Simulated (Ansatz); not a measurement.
Basis sets over 6 cases of the bond dissociation energy at HF with Ansatz (Al to Cl present), each against its own reference: (a) the value in aug-pcseg-3; (b) the value in pcseg-4 (pcseg sets are built for DFT). By their distance from other large sets or by the extrapolation step the references are unsure by up to roughly 0.16 kcal/mol. B3LYP-D3(BJ)/def2-TZVP geometries; electronic energies; unrestricted open shells; no added dispersion term; no relativity. Cartesian d functions in some cases of 6-31G**, 6-311+G**. (X+d) sets on Al to Cl for cc-pVXZ and aug-cc-pVXZ. 

Cases are drawn at random; left out are references unsure by over 0.33 kcal/mol, doubtful singlets, and cases whose largest runs show a restricted determinant unstable towards unrestricted orbitals, <S^2> over 0.1 too high or, where CCSD(T) ran, T1 over 0.025 (0.045 for open shells). Sets are drawn from those converged to one state in every case.

Cases (SMILES) and reference values:
- ClC (CH3-Cl) → [CH2]Cl (CH2-Cl) + H atom: 82.90 kcal/mol (b)
- ClB(Cl)Cl → Cl[B]Cl + Cl atom: 88.10 kcal/mol (b)
- ClC (CH3-Cl) → [CH3] (CH3) + Cl atom: 53.85 kcal/mol (b)
- [SiH4] (SiH4) → [SiH3] (SiH3) + H atom: 76.27 kcal/mol (b)
- ClCl (Cl2) → 2 Cl atom: 19.13 kcal/mol (b)
- P (PH3) → [PH2] (PH2) + H atom: 63.73 kcal/mol (a)

```json
[
 {"basis": "6-31G", "functions over def2-SVP (largest species, mean of cases)": "0.6", "mean signed deviation (kcal/mol)": "-11.99", "mean absolute": "13.30", "largest": "32.14", "within 1 kcal/mol": "0 of 6"},
 {"basis": "3-21G", "functions over def2-SVP (largest species, mean of cases)": "0.6", "mean signed deviation (kcal/mol)": "-10.90", "mean absolute": "13.27", "largest": "32.63", "within 1 kcal/mol": "0 of 6"},
 {"basis": "pcseg-0", "functions over def2-SVP (largest species, mean of cases)": "0.6", "mean signed deviation (kcal/mol)": "-13.09", "mean absolute": "14.92", "largest": "29.85", "within 1 kcal/mol": "0 of 6"},
 {"basis": "def2-SV(P)", "functions over def2-SVP (largest species, mean of cases)": "0.8", "mean signed deviation (kcal/mol)": "-1.76", "mean absolute": "2.71", "largest": "6.31", "within 1 kcal/mol": "0 of 6"},
 {"basis": "def2-SVP", "functions over def2-SVP (largest species, mean of cases)": "1.0", "mean signed deviation (kcal/mol)": "-1.03", "mean absolute": "2.10", "largest": "6.31", "within 1 kcal/mol": "3 of 6"},
 {"basis": "pcseg-1", "functions over def2-SVP (largest species, mean of cases)": "1.0", "mean signed deviation (kcal/mol)": "-1.90", "mean absolute": "2.69", "largest": "8.28", "within 1 kcal/mol": "2 of 6"},
 {"basis": "6-31G**", "functions over def2-SVP (largest species, mean of cases)": "1.0", "mean signed deviation (kcal/mol)": "-1.15", "mean absolute": "1.90", "largest": "8.68", "within 1 kcal/mol": "4 of 6"},
 {"basis": "def2-SVPD", "functions over def2-SVP (largest species, mean of cases)": "1.5", "mean signed deviation (kcal/mol)": "-1.31", "mean absolute": "2.00", "largest": "8.46", "within 1 kcal/mol": "4 of 6"},
 {"basis": "6-311+G**", "functions over def2-SVP (largest species, mean of cases)": "1.6", "mean signed deviation (kcal/mol)": "-1.20", "mean absolute": "1.48", "largest": "6.82", "within 1 kcal/mol": "5 of 6"},
 {"basis": "aug-cc-pVDZ", "functions over def2-SVP (largest species, mean of cases)": "1.8", "mean signed deviation (kcal/mol)": "-1.14", "mean absolute": "1.14", "largest": "4.16", "within 1 kcal/mol": "4 of 6"},
 {"basis": "def2-TZVP", "functions over def2-SVP (largest species, mean of cases)": "1.8", "mean signed deviation (kcal/mol)": "-0.29", "mean absolute": "0.35", "largest": "1.09", "within 1 kcal/mol": "5 of 6"},
 {"basis": "cc-pVTZ", "functions over def2-SVP (largest species, mean of cases)": "2.3", "mean signed deviation (kcal/mol)": "-0.14", "mean absolute": "0.23", "largest": "0.67", "within 1 kcal/mol": "6 of 6"},
 {"basis": "def2-TZVPD", "functions over def2-SVP (largest species, mean of cases)": "2.3", "mean signed deviation (kcal/mol)": "-0.21", "mean absolute": "0.21", "largest": "0.59", "within 1 kcal/mol": "6 of 6"},
 {"basis": "jun-cc-pV(T+d)Z", "functions over def2-SVP (largest species, mean of cases)": "2.7", "mean signed deviation (kcal/mol)": "-0.12", "mean absolute": "0.17", "largest": "0.44", "within 1 kcal/mol": "6 of 6"},
 {"basis": "6-311++G(3df,3pd)", "functions over def2-SVP (largest species, mean of cases)": "2.9", "mean signed deviation (kcal/mol)": "0.20", "mean absolute": "0.56", "largest": "1.13", "within 1 kcal/mol": "5 of 6"},
 {"basis": "aug-pcseg-2", "functions over def2-SVP (largest species, mean of cases)": "3.3", "mean signed deviation (kcal/mol)": "0.09", "mean absolute": "0.27", "largest": "0.51", "within 1 kcal/mol": "6 of 6"},
 {"basis": "aug-cc-pVTZ", "functions over def2-SVP (largest species, mean of cases)": "3.5", "mean signed deviation (kcal/mol)": "-0.18", "mean absolute": "0.22", "largest": "0.53", "within 1 kcal/mol": "6 of 6"},
 {"basis": "cc-pVQZ", "functions over def2-SVP (largest species, mean of cases)": "4.3", "mean signed deviation (kcal/mol)": "-0.09", "mean absolute": "0.09", "largest": "0.36", "within 1 kcal/mol": "6 of 6"},
 {"basis": "pcseg-3", "functions over def2-SVP (largest species, mean of cases)": "4.5", "mean signed deviation (kcal/mol)": "0.06", "mean absolute": "0.08", "largest": "0.14", "within 1 kcal/mol": "6 of 6"},
 {"basis": "def2-QZVPP", "functions over def2-SVP (largest species, mean of cases)": "4.5", "mean signed deviation (kcal/mol)": "-0.10", "mean absolute": "0.10", "largest": "0.34", "within 1 kcal/mol": "6 of 6"}
]
```

Among the sets for which every case ran a larger relative (same family, alike in diffuse functions, listed or not), the smallest listed that holds all cases within 1 kcal/mol together with them is cc-pVTZ, at 2.3 times the functions of def2-SVP, level with def2-TZVPD. Inside, though some case ran no larger relative to test it: pcseg-3, def2-QZVPP. Largest deviations of relatives not listed, over the cases that ran them: def2-TZVPPD 0.58, def2-QZVPPD 0.26, aug-cc-pVQZ 0.29, aug-pcseg-3 0.08, cc-pV5Z 0.17, pcseg-4 0.00 kcal/mol. A case lies within its reference's uncertainty of the window's edge in aug-cc-pVDZ, def2-TZVP, 6-311++G(3df,3pd). These figures hold for the cases listed.

Ansatz is a program for electronic structure.
